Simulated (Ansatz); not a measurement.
in.yaml

```yaml
crystal:
  periodic: [false, false, false]
  atoms:
    - {symbol: Br, position_ang: [-0.499231, 0.000000, 0.000000]}
    - {symbol: H, position_ang: [1.580769, 0.000000, 0.000000]}
    - {symbol: C, position_ang: [2.670769, 0.000000, 0.000000]}
    - {symbol: H, position_ang: [3.085237, 0.000000, 0.996161]}
    - {symbol: H, position_ang: [3.085237, 0.000000, -0.996161]}
basis:
  gaussian: {orbitals: cc-pVDZ}
magnetization: {spin_polarized: true, initial_magnetization: 2}
hamiltonian: {xc: {name: B2PLYP}}
correlation: {electrons: outside_noble_gas}
```

```sh
$ ansatz run in.yaml --threads 1 --pin off --events-out ev --progress --plain --max-ram 2393MiB
```

The program prints:

```
574 factors; integrals over basis functions are off by at most 1.5e-3 eV
mean field evaluation 1: about -71111.7934 eV, gradient 1.4e1 eV
mean field evaluation 2: about -71111.8131 eV, gradient 1.4e1 eV
mean field evaluation 4: about -71113.0093 eV, gradient 1.1e0 eV
mean field evaluation 8: about -71113.0245 eV, gradient 2.2e-2 eV
mean field evaluation 16: about -71113.0245 eV, gradient 1.1e-5 eV
mean field evaluation 32: about -71113.0245 eV, gradient 2.7e-6 eV
mean field -71113.02452898 eV, -2613.3554493006 hartree, gradient 2.7e-6 eV, S^2 2.011807; 4 other end points of the search recorded, 0 dependent functions left out
15 core orbitals not correlated: weight in the atoms' cores, before any rotation towards them, 1.000 or more for the frozen orbitals, at most 0.000 for the correlated occupied ones
reference -71113.02465010 eV, -2613.3554537517 hartree; 8, 6 occupied and 33, 35 virtual orbitals, 574 factors
second order -7.47922537 eV of doubles, -0.00000000 eV of singles
Total energy: -71115.04404095 eV, -2613.4296649966 hartree
```

Ran on 1 thread of AMD EPYC 9R45, shared host: 1.6 s wall, 0.21 GiB peak host memory.
